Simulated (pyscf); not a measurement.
Thermochemistry of product channels of SeH• + methane (CH₄) on the doublet surface, in kcal/mol, from ωB97M-D3(BJ)/def2-TZVP energies (ideal gas, 1 atm, RRHO with modes under 100 cm⁻¹ raised to 100, one conformer, R ln 2 for rigid chiral ones). Structures and frequencies: ωB97X-D3(BJ)/def2-SVP in PySCF.

| products | ΔE | ΔH(298 K) | ΔG(298 K) | ΔG(1200 K) |
|---|---|---|---|---|
| H₃C–Se• + hydrogen (H₂) | +16.4 | +13.5 | +14.0 | +13.4 |
| •H₂C–SeH + hydrogen (H₂) | +39.4 | +33.8 | +32.3 | +24.2 |

These are energies of the channels, which say nothing of barriers. Left out: orbital degeneracy and the spin-orbit lowering of SeH, which is large for Br, Se, Te and I. Elements up to Kr have no core potential and no relativistic terms here.
